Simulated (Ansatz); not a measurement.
**CH₆OSi: how energies converge with the basis set**

The task here is to estimate one member of a computed series from the others.

Computed with Ansatz 0.2.0, Gaussian basis. Level: one geometry, several basis sets.

Plan: PBE0-D4/def2-SVP; ωB97M-V/def2-SVP; PBE0-D4/def2-QZVPP; ωB97M-V/def2-QZVPP; CCSD(T)/cc-pV(D+d)Z; CCSD(T)/cc-pV(T+d)Z; CCSD(T)/cc-pV(Q+d)Z; the functionals' def2-TZVPP values are taken from earlier runs.

## Structure used throughout

The geometry comes from an earlier relaxation with PBE0-D4 in a triple-zeta def2 set; it is a stationary point, not always the lowest conformer.

9 atoms, charge 0, spin multiplicity 1.

Atoms are counted from 1 here; the program's logs count them from 0.

Bond lengths: C1–Si2 1.863 Å, C1–H4 1.094 Å, C1–H5 1.093 Å, C1–H6 1.093 Å, Si2–O3 1.652 Å, Si2–H7 1.483 Å, Si2–H8 1.492 Å, O3–H9 0.957 Å. Angles: Si2–C1–H4 110.2°, Si2–C1–H5 111.0°, Si2–C1–H6 111.5°, H4–C1–H5 108.1°, H4–C1–H6 107.7°, H5–C1–H6 108.2°, C1–Si2–O3 112.6°, C1–Si2–H7 110.6°, C1–Si2–H8 108.9°, O3–Si2–H7 105.0°, O3–Si2–H8 110.4°, H7–Si2–H8 109.3°, Si2–O3–H9 117.7°.

Set-up of the first run:

in.yaml

```yaml
crystal:
  periodic: [false, false, false]
  atoms:
    - {symbol: C, position_ang: [-0.777072, 0.630772, -0.595646]}
    - {symbol: Si, position_ang: [0.498592, -0.589117, 0.000995]}
    - {symbol: O, position_ang: [1.307912, -0.058334, 1.339181]}
    - {symbol: H, position_ang: [-1.256097, 0.261532, -1.507174]}
    - {symbol: H, position_ang: [-0.319027, 1.597062, -0.819373]}
    - {symbol: H, position_ang: [-1.560318, 0.788008, 0.150654]}
    - {symbol: H, position_ang: [1.548964, -0.790523, -1.027000]}
    - {symbol: H, position_ang: [-0.173135, -1.891619, 0.281620]}
    - {symbol: H, position_ang: [0.818682, 0.005920, 2.159743]}
basis:
  gaussian: {orbitals: def2-SVP}
hamiltonian: {xc: pbe0, dispersion: d4}
output: {orbitals: {seedname: orbitals}}
```

Started as:

```console
$ ansatz run in.yaml --threads 2 --pin off --events-out ev --progress --plain --max-ram 32768MiB --backend cpu
```

Among the steps run: PBE0-D4 in def2-SVP; ωB97M-V in def2-SVP; PBE0-D4 in def2-QZVPP; ωB97M-V in def2-QZVPP.

One of the session's tables, all rows but one given; the rest of the session is left out.

| functional | basis | HOMO (eV) | LUMO (eV) |
| --- | --- | --- | --- |
| PBE0-D4 | def2-SVP | -8.26 | 1.16 |
| PBE0-D4 | def2-TZVPP | ? | ? |
| PBE0-D4 | def2-QZVPP | -8.45 | 0.17 |
| ωB97M-V | def2-SVP | -10.56 | 2.94 |
| ωB97M-V | def2-TZVPP | -10.73 | 2.02 |
| ωB97M-V | def2-QZVPP | -10.76 | 1.43 |

Q: Estimate the row for PBE0-D4, def2-TZVPP from the others.

The run gave: HOMO (eV): -8.42; LUMO (eV): 0.48. In the column «HOMO (eV)» it lies between PBE0-D4, def2-QZVPP (-8.45) and PBE0-D4, def2-SVP (-8.26).
